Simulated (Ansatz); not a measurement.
# CH₆Al (doublet): the correlation ladder at distance Al1–H4 along a hydrogen transfer = 1.586 Å, cc-pVDZ

Aim: climb from Hartree-Fock through coupled cluster and multireference methods for CH₆Al (doublet) at one geometry and basis, and see what each rung misses.

Method: cc-pVDZ, core rule «outside noble gas», up to 6 orbitals frozen; program: Ansatz 0.2.0, Gaussian basis.

Plan: UHF; CCSD(T) on ROHF; CCSD(T) on UHF; BCCD(T) on ROHF; CISD; CCSDT(Q) on ROHF; CCSDT(Q) on UHF; CASSCF and MRCISD+Q, 3 electrons in 3 orbitals; CASSCF and NEVPT2, 3 electrons in 3 orbitals; CASSCF and MRCISD+Q, 9 electrons in 9 orbitals; CASSCF and NEVPT4(SD), 9 electrons in 9 orbitals; CASSCF and NEVPT2, 9 electrons in 9 orbitals.

## (1) The geometry

The geometry derives from fragments relaxed apart (PBE0/def2-TZVP) and kept rigid, so it is no stationary point. A hydrogen atom is moved between rigid fragments.

8 atoms, charge 0, spin multiplicity 2.

Atoms are counted from 1 here; the program's logs count them from 0.

Bond lengths: Al1–H2 1.586 Å, Al1–H3 1.586 Å, Al1–H4 1.586 Å, C5–H6 1.080 Å, C5–H7 1.080 Å, C5–H8 1.080 Å. Angles: H2–Al1–H3 120.0°, H2–Al1–H4 120.0°, H3–Al1–H4 120.0°, H6–C5–H7 120.0°, H6–C5–H8 120.0°, H7–C5–H8 120.0°.

## (2) UHF

File in.yaml:

```yaml
crystal:
  periodic: [false, false, false]
  atoms:
    - {symbol: Al, position_ang: [-1.150625, 0.000000, 0.000000]}
    - {symbol: H, position_ang: [-1.943548, 1.373384, 0.000000]}
    - {symbol: H, position_ang: [-1.943549, -1.373384, 0.000000]}
    - {symbol: H, position_ang: [0.435223, 0.000000, 0.000000]}
    - {symbol: C, position_ang: [2.296375, 0.000000, 0.000000]}
    - {symbol: H, position_ang: [2.296375, -1.080022, 0.000000]}
    - {symbol: H, position_ang: [2.296375, 0.540011, 0.935327]}
    - {symbol: H, position_ang: [2.296375, 0.540011, -0.935327]}
basis:
  gaussian: {orbitals: cc-pVDZ}
magnetization: {spin_polarized: true, initial_magnetization: 1}
hamiltonian: {xc: hf}
output: {orbitals: {seedname: orbitals}}
```

The run is started by

```console
ansatz run in.yaml --threads 1 --pin off --events-out ev --progress --plain --max-ram 2816MiB --backend cpu
```

Further steps of the session: CCSD(T) on ROHF; CCSD(T) on UHF; BCCD(T) on ROHF; CISD; CCSDT(Q) on ROHF; CCSDT(Q) on UHF; CASSCF and MRCISD+Q, 3 electrons in 3 orbitals; CASSCF and NEVPT2, 3 electrons in 3 orbitals; CASSCF and MRCISD+Q, 9 electrons in 9 orbitals; CASSCF and NEVPT4(SD), 9 electrons in 9 orbitals; CASSCF and NEVPT2, 9 electrons in 9 orbitals.

**Question.** What will the summary of the whole plan be? Wanted: UCCSDT(Q) below the RHF energy; RMP2 from UCCSDT(Q); UMP2 from UCCSDT(Q); RCCSD from UCCSDT(Q); RCCSD(T) from UCCSDT(Q); UCCSD(T) from UCCSDT(Q); RCCSDT(Q) from UCCSDT(Q); MRCISD+Q pair from UCCSDT(Q); NEVPT4(SD) frontier from UCCSDT(Q).

**Answer**, as computed:

```
                          quantity                                                                      value
    UCCSDT(Q) below the RHF energy                                                                 -7.3170 eV
               RMP2 from UCCSDT(Q)                                                              +137.3 kJ/mol
               UMP2 from UCCSDT(Q)                                                              +137.8 kJ/mol
              RCCSD from UCCSDT(Q)                                                               +15.2 kJ/mol
           RCCSD(T) from UCCSDT(Q)                                                                +2.9 kJ/mol
           UCCSD(T) from UCCSDT(Q)                                                                +2.9 kJ/mol
          RCCSDT(Q) from UCCSDT(Q)                                                                +0.1 kJ/mol
      MRCISD+Q pair from UCCSDT(Q)                                                                +5.4 kJ/mol
NEVPT4(SD) frontier from UCCSDT(Q)                                                               +14.3 kJ/mol
  MRCISD+Q frontier from UCCSDT(Q)                                                                +2.2 kJ/mol
 levels within 1 kcal/mol (43 meV)  RCCSD(T), UCCSD(T), BCCD(T), RCCSDT, UCCSDT, RCCSDT(Q), MRCISD+Q frontier
                     T1 diagnostic                                                                      0.017
```

What this shows: RCCSD(T) misses by +2.9 kJ/mol, 0.4 % of the correlation energy. Of the multireference levels listed MRCISD+Q frontier comes nearest in total energy (+2.2 kJ/mol), which doesn't show that its space is the better one. These misses are within one basis, not against nature; the frozen cores of restricted and unrestricted runs differ, which can shift their rows.
